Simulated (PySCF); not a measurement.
Stepwise substitution at one centre (B Cl-H). Isolated molecules, 0 K electronic values unless said otherwise. Strings in code marks are SMILES.

These are PySCF with PBE-D3(BJ)/def2-TZVP // r2SCAN-D4/def2-TZVP values and carry that method's errors. 

| species | HOMO (eV) | S1 oscillator strength |
|---|---|---|
| 0 of 3 Cl replaced by H | -7.66 | 0.000 |
| 1 of 3 Cl replaced by H (`ClBCl`) | -7.84 | 0.000 |
| 2 of 3 Cl replaced by H | -7.27 | 0.000 |
| 3 of 3 Cl replaced by H (`B`) | -8.47 | – |
